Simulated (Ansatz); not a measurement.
in.yaml

```yaml
crystal:
  periodic: [false, false, false]
  atoms:
    - {symbol: Al, position_ang: [0.000000, 0.000000, 1.818997]}
    - {symbol: Ga, position_ang: [0.000000, 0.000000, -0.664806]}
    - {symbol: H, position_ang: [0.000000, 1.407254, -1.352806]}
    - {symbol: H, position_ang: [0.000000, -1.407254, -1.352806]}
basis:
  gaussian: {orbitals: 6-31G}
total_charge: 1
magnetization: {spin_polarized: false, initial_magnetization: 1}
correlation: {method: fic_mrcisd_q, electrons: outside_noble_gas, active_space: {window: {electrons: 7, orbitals: 10}, shells: [{species: Al, l: s, shell: 3}, {species: Al, l: p, shell: 3}, {species: Ga, l: s, shell: 4}, {species: Ga, l: p, shell: 4}, {species: H, l: s, shell: 1}]}}
```

```sh
$ ansatz run in.yaml --threads 1 --pin off --events-out ev --progress --plain --max-ram 4096MiB --backend cpu
```

The program prints:

```
813 factors; integrals over basis functions are off by at most 1.2e-7 eV
mean field evaluation 1: about -58930.4140 eV, gradient 8.4e0 eV
mean field evaluation 2: about -58930.4382 eV, gradient 8.4e0 eV
mean field evaluation 4: about -58931.2737 eV, gradient 1.5e0 eV
mean field evaluation 8: about -58931.3226 eV, gradient 3.4e-1 eV
mean field evaluation 16: about -58931.2084 eV, gradient 1.4e0 eV
mean field -58931.32941477 eV, -2165.6864109029 hartree, gradient 3.6e-6 eV, S^2 0.750000; 2 other end points of the search recorded, 0 dependent functions left out
reference -58931.32941477 eV, -2165.6864109029 hartree; 23, 22 occupied and 23, 24 virtual orbitals, 813 factors
state -58933.12811830 eV, -2165.7525120384 hartree
contracted CI cycle   1: correlation 0.00000000 eV, 0.0000000000 hartree, residual 4.27e0 eV
contracted CI cycle   2: correlation -0.34945382 eV, -0.0128421910 hartree, residual 9.26e-1 eV
contracted CI cycle   3: correlation -0.36572962 eV, -0.0134403156 hartree, residual 2.31e-1 eV
contracted CI cycle   4: correlation -0.36664866 eV, -0.0134740899 hartree, residual 5.96e-2 eV
contracted CI cycle   5: correlation -0.36670840 eV, -0.0134762851 hartree, residual 1.28e-2 eV
contracted CI cycle   6: correlation -0.36671137 eV, -0.0134763941 hartree, residual 3.06e-3 eV
contracted CI cycle   7: correlation -0.36671153 eV, -0.0134764002 hartree, residual 7.59e-4 eV
state -58933.12811830 eV, -2165.7525120384 hartree; corrected -58933.49876973 eV, -2165.7661332274 hartree
Total energy: -58933.49876973 eV, -2165.7661332274 hartree
Checks for a lower state left out: starts, orbital_swaps
```

Natural occupations: 1.9717 1.9607 1.9240 0.9923 0.0374 0.0370 0.0339 0.0187 0.0154 0.0089.

For the same geometry and basis full CI lies 0.5 meV lower.

Ran on 1 thread of AMD EPYC 7R13, shared host: 7 s wall, 0.54 GiB peak host memory.
